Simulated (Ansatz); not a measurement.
Relaxation of BClH₅P (8 atoms, charge 0, multiplicity 1), to a largest force component of 0.03 eV/Å in at most 50 steps.

The calculation used Ansatz 0.2.0, RKS B3LYP-D4/cc-pVDZ.

```xyz
8
Properties=species:S:1:pos:R:3
B 0.098 -0.532 -0.247
Cl -0.171 0.547 2.608
H 1.088 0.145 -0.294
H -0.968 -0.094 -0.590
P 0.203 -2.302 0.457
H -0.724 -3.019 -0.355
H 1.425 -2.794 -0.085
H -0.035 -0.785 2.581
```

Task: Where does it end, and by what steps?

Result: The run converged. The force dipped under the threshold on the way, but the program's further checks kept it going. After 24 steps the energy has fallen by 0.076 eV; Cl2 moved furthest, 1.56 Å.

```tsv
step	energy less start (eV)	largest force component (eV/Å)	accepted
0	0.0000	0.907	yes
1	-0.0190	0.843	yes
2	-0.0259	0.804	yes
3	-0.0408	0.304	yes
4	-0.0436	0.197	yes
5	-0.0496	0.062	yes
6	-0.0482	0.379	no
7	-0.0520	0.039	yes
8	-0.0554	0.154	yes
9	-0.0558	0.260	yes
10	-0.0597	0.184	yes
11	-0.0581	0.245	no
12	-0.0606	0.189	yes
13	-0.0640	0.038	yes
14	-0.0615	0.199	no
15	-0.0654	0.062	yes
16	-0.0674	0.021	yes
17	-0.0697	0.057	yes
18	-0.0710	0.203	yes
19	-0.0721	0.088	yes
20	-0.0735	0.076	yes
21	-0.0744	0.041	yes
22	-0.0751	0.024	yes
23	-0.0753	0.073	yes
24	-0.0755	0.025	yes
```

```xyz
8
Properties=species:S:1:pos:R:3
B 0.170 -0.548 -0.948
Cl -0.227 -0.289 3.928
H 1.197 -0.015 -1.272
H -0.883 -0.217 -1.425
P 0.180 -1.746 0.503
H -0.807 -2.727 0.204
H 1.373 -2.510 0.369
H -0.087 -0.785 2.717
```

Whether the end is a true minimum wasn't checked by a vibrational analysis.

Time of the run: 27 s on 1 thread of AMD EPYC 9R45 96-Core Processor (Zen 5), on a shared host, peak memory 0.19 GiB.
